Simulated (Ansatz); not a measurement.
in.yaml

```yaml
crystal:
  periodic: [false, false, false]
  atoms:
    - {symbol: H, position_ang: [-1.972619, 0.000000, 0.000000]}
    - {symbol: H, position_ang: [-1.018619, 0.000000, 0.000000]}
    - {symbol: C, position_ang: [0.155381, 0.000000, 0.000000]}
    - {symbol: H, position_ang: [0.569849, 0.000000, 0.996161]}
    - {symbol: H, position_ang: [0.569850, 0.000000, -0.996161]}
basis:
  gaussian: {orbitals: cc-pVTZ}
magnetization: {spin_polarized: false, initial_magnetization: 2}
correlation: {method: ccsd_t, electrons: outside_noble_gas}
```

```sh
$ ansatz run in.yaml --threads 2 --pin off --events-out ev --progress --plain --max-ram 16896MiB --backend cuda --devices 0, --max-vram 18GiB
```

Log:

```
468 factors; integrals over basis functions are off by at most 1.0e-3 eV
mean field evaluation 1: about -1088.4077 eV, gradient 1.3e1 eV
mean field evaluation 2: about -1088.4086 eV, gradient 1.3e1 eV
mean field evaluation 4: about -1089.1687 eV, gradient 2.1e0 eV
mean field evaluation 8: about -1089.2037 eV, gradient 5.7e-3 eV
mean field evaluation 16: about -1089.1695 eV, gradient 2.1e0 eV
mean field -1089.20369517 eV, -40.0274975086 hartree, gradient 1.0e-6 eV, S^2 2.000000; 0 other end points of the search recorded, 0 dependent functions left out
1 core orbitals not correlated: weight in the atoms' cores, before any rotation towards them, 1.000 or more for the frozen orbitals, at most 0.000 for the correlated occupied ones
reference -1089.20369517 eV, -40.0274975086 hartree; 5, 3 occupied and 80, 82 virtual orbitals, 468 factors
second order -4.73399831 eV of doubles, -0.17997627 eV of singles
cycle   1  -5.34521765 eV  change   -4.3e-1 eV  update   4.5e-2
cycle   2  -5.50583378 eV  change   -1.6e-1 eV  update   1.7e-2
cycle   3  -5.52270983 eV  change   -1.7e-2 eV  update   6.5e-3
cycle   4  -5.52367596 eV  change   -9.7e-4 eV  update   2.9e-3
cycle   5  -5.52381009 eV  change   -1.3e-4 eV  update   7.7e-4
cycle   6  -5.52382200 eV  change   -1.2e-5 eV  update   1.9e-4
cycle   7  -5.52386420 eV  change   -4.2e-5 eV  update   5.8e-5
cycle   8  -5.52385792 eV  change    6.3e-6 eV  update   1.8e-5
cycle   9  -5.52385496 eV  change    3.0e-6 eV  update   5.6e-6
perturbative correction -0.15364309 eV, -0.0056462796 hartree
Total energy: -1094.88119322 eV, -40.2361417138 hartree
```

For the same geometry and basis UCCSDT(Q) lies 19.9 meV lower.

Ran on 2 threads of AMD EPYC 7R13 with a shared H100 80 GB, shared host: 2.2 s wall, 0.83 GiB peak host memory.
